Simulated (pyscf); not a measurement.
# Substitution at Si: `[F][SiH]([O][SiH3])[C]([F])([F])[F]` + `[H]` [doublet] -> `[F][SiH]([O][SiH3])[C]([F])([F])[F]` + `[H]` [doublet]

Gas phase, doublet surface, charge 0. Bonds broken: Si1–H5. Bonds formed: Si1–H6. Structures and frequencies: ωB97X-D3(BJ)/def2-SVP in PySCF.

Transition state (Å):

```xyz
13

Si    -0.2241    -0.5912     0.6752
F     -1.3391    -1.2473     1.6602
O     -0.7567    -0.3432    -0.8434
Si    -1.3540     0.8403    -1.8714
H      0.6008    -1.9291     0.5489
H      1.4367    -0.5828     0.6736
H     -0.2133     1.5098    -2.5504
H     -2.2198     0.1669    -2.8727
H     -2.1407     1.8282    -1.0867
F     -1.3038     1.6391     1.8408
C     -0.0974     1.1600     1.4966
F      0.6733     1.1692     2.5983
F      0.4416     2.0407     0.6209
```

One imaginary mode, 371i cm⁻¹; descent along it reached the two sides named.

```csv
bond,change,reactant side (Å),saddle,product side
Si1–H5,breaks,1.473,1.577,3.7
Si1–H6,forms,4.5,1.661,1.473
```

Electronic energies relative to the separated reactants (kcal/mol):

```csv
level,barrier,reaction energy,reverse barrier
ωB97X-D3(BJ)/def2-TZVP,11.8,0.0,11.8
PBE/def2-TZVP,6.5,0.0,6.5
r²SCAN/def2-TZVP,5.1,0.0,5.1
B3LYP-D3(BJ)/def2-TZVP,8.5,0.0,8.5
PBE0-D3(BJ)/def2-TZVP,8.6,0.0,8.6
M06-2X/def2-TZVP,12.7,0.0,12.7
ωB97M-D3(BJ)/def2-TZVP,11.8,0.0,11.8
HF/def2-TZVP,27.0,0.0,27.0
```

With ωB97M-D3(BJ)/def2-TZVP energies and thermal terms (ideal gas, 1 atm, RRHO with modes under 100 cm⁻¹ raised to 100, one conformer, R ln 2 for chiral ones without a mode under 150 cm⁻¹), in kcal/mol:

```csv
T (K),ΔH‡,ΔG‡,ΔH,ΔG
298,12.1,19.6,0.0,0.0
600,11.3,27.6,0.0,0.0
900,10.9,35.8,0.0,0.0
1200,10.5,44.2,0.0,0.0
```

Abstraction by the radical was not located in this set and often lies lower. This is the saddle that the search found; another between the same sides may lie lower. The angle at the attacked Si is 59° (front-side attack).
